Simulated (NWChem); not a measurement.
Electron attachment to ClNa

```
Na
Cl 1 2.3404
```
Charge 0, spin multiplicity 1.

All runs are NWChem calculations. Structure: optimised with B3LYP/def2-SVP, a minimum by its harmonic frequencies.

Basis set: def2-TZVPD. The species with one electron more has spin multiplicity 2 and keeps the geometry of the parent. Δ marks differences of total energies (open shells unrestricted). −ε marks an orbital energy of the parent. That orbital need not have the symmetry of the hole or added electron in the Δ rows. The basis adds only a small set of diffuse functions.

B3LYP has NWChem's definition, with VWN1-RPA local correlation. The structure started from a generated list of species. No SCF solution was tested for a lower state.

### Question
For the vertical electron affinity, −ε(LUMO) of HF gives 0.48 eV and −ε(LUMO) of B3LYP gives 1.99 eV. What do −ε(LUMO) of PBE, −ε(LUMO) of BLYP, ΔPBE give?

### Answer
−ε(LUMO) of PBE: 2.24 eV; −ε(LUMO) of BLYP: 2.34 eV; ΔPBE: 0.75 eV.
